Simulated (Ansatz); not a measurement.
# AlCN+ (doublet): the correlation ladder, cc-pVDZ

The task here is to estimate one member of a computed series from the others.

Method: cc-pVDZ, core rule «outside noble gas», up to 7 orbitals frozen; program: Ansatz 0.2.0, Gaussian basis.

To be run: UHF; CCSD(T) on ROHF; CCSD(T) on UHF; BCCD(T) on ROHF; CISD; CCSDT(Q) on ROHF; CCSDT(Q) on UHF.

22 further runs of the same task are left out: 4 for a known fault of the program, 7 that didn't finish, 11 set aside as unsound or not needed.

## The geometry

The geometry is a PBE0/def2-TZVP stationary point (not a proven minimum) of the parent state, kept for this charge and spin.

3 atoms, charge 1, spin multiplicity 2.

Atoms are counted from 1 here; the program's logs count them from 0.

Bond lengths: Al1–C2 2.025 Å, C2–N3 1.157 Å. Angles: Al1–C2–N3 180.0°.

Geometry (Å):

```xyz
3
charge 1, multiplicity 2
Al    0.00000    0.00000    1.73590
C     0.00000    0.00000   -0.28940
N     0.00000    0.00000   -1.44650
```

The first run:

Input file in.yaml:

```yaml
crystal:
  periodic: [false, false, false]
  atoms:
    - {symbol: Al, position_ang: [0.000000, 0.000000, 1.735900]}
    - {symbol: C, position_ang: [0.000000, 0.000000, -0.289400]}
    - {symbol: N, position_ang: [0.000000, 0.000000, -1.446500]}
basis:
  gaussian: {orbitals: cc-pVDZ}
total_charge: 1
magnetization: {spin_polarized: true, initial_magnetization: 1}
hamiltonian: {xc: hf}
output: {orbitals: {seedname: orbitals}}
```

Run with:

```bash
$ ansatz run in.yaml --threads 1 --pin off --events-out ev --progress --plain --max-ram 2393MiB
```

Among the steps run: UHF; CCSD(T) on ROHF; CCSD(T) on UHF; BCCD(T) on ROHF; CISD; CCSDT(Q) on ROHF; CCSDT(Q) on UHF.

One of the session's tables, all rows but one given; the rest of the session is left out.

It belongs to the step «Misses and costs». 

```
   method  from RCCSDT(Q) (kcal/mol)
     ROHF                    +203.71
      UHF                    +201.82
     RMP2                     +16.63
     UMP2                     +24.77
     CISD                     +27.74
    RCCSD                     +11.20
    UCCSD                     +11.10
 RCCSD(T)                      +1.56
 UCCSD(T)                      +1.84
  BCCD(T)                      +1.51
   RCCSDT                          ?
   UCCSDT                      +1.23
RCCSDT(Q)                          0
UCCSDT(Q)                      -0.06
```

**Question.** Estimate the row for RCCSDT.

**Answer.** from RCCSDT(Q) (kcal/mol): +1.24. In the column «from RCCSDT(Q) (kcal/mol)» it lies between UCCSDT (+1.23) and BCCD(T) (+1.51).

To keep in mind: Restricted and unrestricted rows rest on different reference determinants; where their highest levels disagree by more than a few hundredths of an eV, they describe different states and don't form one ladder.
